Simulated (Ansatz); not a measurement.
# NO₂ radical: one species, many methods

The task here is to estimate one member of a computed series from the others.

The runs use Ansatz 0.2.0, Gaussian basis; functionals in def2-TZVPP, the program's frozen cores in correlated methods.

Plan: LDA (SPW92), PBE-D4, revPBE-D4, BLYP-D4, r2SCAN-D4, B97M-V, PBE0-D4, B3LYP-D4, r2SCANh-D4, r2SCAN0-D4, HSE06-D4, BHLYP-D4, CAM-B3LYP-D4, LC-ωPBE, ωB97X-V, ωB97M-V, B2PLYP, PBE-QIDH; CCSD(T)/def2-SVP; CCSD(T)/def2-TZVPP; CCSD(T)/def2-QZVPP; extrapolation to the limit; RPA on PBE.

**The geometry**

All runs share one geometry, relaxed beforehand with PBE0-D4 in a triple-zeta def2 set.

SMILES `O=[N+][O-]`, 3 atoms, charge 0, spin multiplicity 2.

Atoms are counted from 1 here; the program's logs count them from 0.

Bond lengths: O1–N2 1.183 Å, N2–O3 1.183 Å. Angles: O1–N2–O3 134.8°.

The first run:

in.yaml

```yaml
crystal:
  periodic: [false, false, false]
  atoms:
    - {symbol: O, position_ang: [0.384352, 0.982330, 0.320254]}
    - {symbol: N, position_ang: [0.227083, -0.170149, 0.106067]}
    - {symbol: O, position_ang: [-0.611435, -0.812181, -0.426331]}
basis:
  gaussian: {orbitals: def2-TZVPP}
magnetization: {spin_polarized: true, initial_magnetization: 1}
hamiltonian: {xc: lda}
output: {orbitals: {seedname: orbitals}}
```

On the command line:

```bash
$ ansatz run in.yaml --threads 2 --pin off --events-out ev --progress --plain --max-ram 32768MiB --backend cpu
```

Steps of the session up to this table: LDA; PBE-D4 (GGA); revPBE-D4 (GGA); BLYP-D4 (GGA); r2SCAN-D4 (meta-GGA); B97M-V (meta-GGA); B3LYP-D4 (hybrid); r2SCANh-D4 (hybrid); r2SCAN0-D4 (hybrid); HSE06-D4 (hybrid); BHLYP-D4 (hybrid); CAM-B3LYP-D4 (range-separated); LC-ωPBE (range-separated); ωB97X-V (range-separated); ωB97M-V (range-separated); B2PLYP (double hybrid); PBE-QIDH (double hybrid).

One of the session's tables, all rows but one given; the rest of the session is left out.

It belongs to the step «Orbital energies across the functionals». 

| functional | HOMO (eV) | LUMO (eV) | gap (eV) |
| --- | --- | --- | --- |
| LDA (SPW92) | -6.34 | -5.19 | 1.15 |
| PBE-D4 | -6.23 | -4.78 | 1.45 |
| revPBE-D4 | -6.16 | -4.66 | 1.50 |
| BLYP-D4 | -6.21 | -4.79 | 1.42 |
| r2SCAN-D4 | -6.76 | -4.49 | 2.27 |
| B97M-V | -6.72 | -4.62 | 2.11 |
| PBE0-D4 | -8.22 | -3.63 | 4.59 |
| B3LYP-D4 | -7.95 | -4.07 | 3.88 |
| r2SCANh-D4 | -7.51 | -4.06 | 3.45 |
| r2SCAN0-D4 | -8.64 | -3.40 | 5.24 |
| HSE06-D4 | -7.80 | -4.02 | 3.78 |
| BHLYP-D4 | ? | ? | ? |
| CAM-B3LYP-D4 | -9.82 | -2.56 | 7.26 |
| LC-ωPBE | -11.12 | -1.13 | 9.98 |
| ωB97X-V | -10.69 | -1.34 | 9.36 |
| ωB97M-V | -10.52 | -1.48 | 9.04 |

Q: Estimate the row for BHLYP-D4 from the others.

Worked estimate for «HOMO (eV)». Against the share of exact exchange, BLYP-D4 (0, -6.21), B3LYP-D4 (0.2, -7.95) give a slope of -8.70 per unit share; at 0.5 the line stands at -10.56.

**Answer.** HOMO (eV): -10.23; LUMO (eV): -2.50; gap (eV): 7.73. In «HOMO (eV)» the line misses by -0.33.
